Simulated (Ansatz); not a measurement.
# SiH₂ (singlet): wave-function methods side by side at distance Si1–H2 = 1.223 Å, cc-pVDZ

Aim: climb from Hartree-Fock through coupled cluster and multireference methods for SiH₂ (singlet) at one geometry and basis, and see what each rung misses.

Computed with Ansatz 0.2.0, Gaussian basis. Level: cc-pVDZ, core rule «outside noble gas», up to 5 orbitals frozen.

Plan: UHF; CCSD(T) on RHF; CCSD(T) on UHF; BCCD(T) on RHF; CISD; CCSDT(Q) on RHF; CCSDT(Q) on UHF; CCSDTQ on RHF; CASSCF and MRCISD+Q, 2 electrons in 2 orbitals; CASSCF and NEVPT2, 2 electrons in 2 orbitals; CASSCF and MRCISD+Q, 6 electrons in 6 orbitals; CASSCF and NEVPT2, 6 electrons in 6 orbitals; Full CI.

15 further runs of the same task are left out: 2 for a mislabelled method, 8 that didn't finish, 5 set aside as unsound or not needed.

## Step 1: The system

The geometry derives from a PBE0/def2-TZVP stationary point (not a proven minimum). One bond is set to the value named and the two fragments are kept rigid.

3 atoms, charge 0, spin multiplicity 1.

Atoms are counted from 1 here; the program's logs count them from 0.

Bond lengths: Si1–H2 1.223 Å, Si1–H3 1.526 Å. Angles: H2–Si1–H3 91.2°.

Geometry (Å):

```xyz
3

Si    0.0000   -0.0644   -0.0072
H     0.0000    0.7913   -0.8811
H     0.0000    1.0029    1.0828
```

## Step 2: UHF

File in.yaml:

```yaml
crystal:
  periodic: [false, false, false]
  atoms:
    - {symbol: Si, position_ang: [0.000000, -0.064390, -0.007238]}
    - {symbol: H, position_ang: [0.000000, 0.791252, -0.881084]}
    - {symbol: H, position_ang: [0.000000, 1.002914, 1.082774]}
basis:
  gaussian: {orbitals: cc-pVDZ}
magnetization: {spin_polarized: true, initial_magnetization: 0}
hamiltonian: {xc: hf}
output: {orbitals: {seedname: orbitals}}
```

The run is started by

```sh
> ansatz run in.yaml --threads 1 --pin off --events-out ev --progress --plain --max-ram 2393MiB
```

After this run come: CCSD(T) on RHF; CCSD(T) on UHF; BCCD(T) on RHF; CISD; CCSDT(Q) on RHF; CCSDT(Q) on UHF; CCSDTQ on RHF; CASSCF and MRCISD+Q, 2 electrons in 2 orbitals; CASSCF and NEVPT2, 2 electrons in 2 orbitals; CASSCF and MRCISD+Q, 6 electrons in 6 orbitals; CASSCF and NEVPT2, 6 electrons in 6 orbitals; Full CI.

Before running them: what should the planned runs give, taken together? Wanted: FCI below the RHF energy; RMP2 from FCI; RCCSD from FCI; RCCSD(T) from FCI; RCCSDT(Q) from FCI; NEVPT2 pair from FCI; NEVPT2 valence from FCI; MRCISD+Q valence from FCI; T1 diagnostic.

As calculated:

| quantity | value |
| --- | --- |
| FCI below the RHF energy | -3.2415 eV |
| RMP2 from FCI | +839.1 meV |
| RCCSD from FCI | +75.1 meV |
| RCCSD(T) from FCI | +18.2 meV |
| RCCSDT(Q) from FCI | +0.6 meV |
| NEVPT2 pair from FCI | +733.0 meV |
| NEVPT2 valence from FCI | +656.5 meV |
| MRCISD+Q valence from FCI | +7.5 meV |
| levels within 1 kcal/mol (43 meV) | RCCSD(T), BCCD(T), RCCSDT, RCCSDT(Q), RCCSDTQ, MRCISD+Q valence |
| T1 diagnostic | 0.013 |
| effectively unpaired electrons | 0.08 |

What this shows: RCCSD(T) lands +18.2 meV from the yardstick (0.6 % of the correlation energy). One determinant dominates. Of the multireference levels listed MRCISD+Q valence comes nearest in total energy (+7.5 meV), which doesn't show that its space is the better one. These misses are within one basis, not against nature.
